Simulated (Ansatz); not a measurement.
## Relative stability

The two ends of one reaction step of CH₆N, doublet (PBE0-D4/def2-TZVP).

A:

```
8
angstrom
H -1.7010 -0.9614 1.1728
N -0.5113 0.4272 -0.6645
C 0.8513 0.2584 -0.2694
H -1.8281 -1.3933 1.7713
H -0.5134 1.0145 -1.5037
H 0.9198 -0.3624 0.6259
H 1.3348 1.2260 -0.0644
H 1.4478 -0.2091 -1.0680
```

B:

```
8
angstrom
H -1.0074 0.5896 0.8257
N -0.5345 0.8123 -0.0408
C 0.7924 0.2214 -0.0678
H -1.6478 -2.3214 0.3066
H -1.1061 0.4417 -0.7891
H 1.3936 0.6447 0.7402
H 1.2872 0.4854 -1.0051
H 0.8226 -0.8738 0.0303
```

Computed with Ansatz 0.2.0 (basis: def2-TZVPP); correlated methods freeze the cores; orbitals are unrestricted. B3LYP uses VWN-RPA correlation.

(1) Which structure is lower at CCSD(T), and by how much? (To be estimated.)

(2) Do the other methods give the same order? (Judge from chemistry; the calculation decides.)

T1 diagnostic: at most 0.013. ⟨S²⟩ of the unrestricted Hartree–Fock references: 0.75 to 0.76 (a pure state has 0.75).

## Answers

(1) By the calculation: A, by 3.19 kcal/mol (electronic energy, against the other). By their contacts, A is a complex of CH₄N ([CH3][NH]) + H₂ and B is a complex of CH₅N ([CH3][NH2]) + H.

(2) Computed: Not all: SPW92, MP2 give the other order.

```csv
method,E(B) − E(A) (kcal/mol)
SPW92,-3.36
PBE-D4,2.12
BLYP-D4,7.10
r2SCAN-D4,6.11
B97M-V,4.96
PBE0-D4,1.96
B3LYP-D4,6.35
r2SCAN0-D4,5.85
BHLYP-D4,6.72
CAM-B3LYP-D4,4.45
wB97X-V,3.17
wB97M-V,3.01
B2PLYP,3.74
PBE-QIDH,0.16
RPA on PBE,4.94
HF,6.71
MP2,-3.99
CCSD,4.17
CCSD(T),3.19
```

Labels in which every atom is bracketed show which atoms are joined, not bond orders.

For scale, one of the runs: CCSD(T)/def2-TZVPP, 146 basis functions, launched by `ansatz run in.yaml --threads 2 --pin off --events-out ev --progress --plain --max-ram 4352MiB`. Time: 40 s of wall clock on 2 CPU threads of an Arm Neoverse V1; the host was shared. Peak host memory: 2.1 GiB.
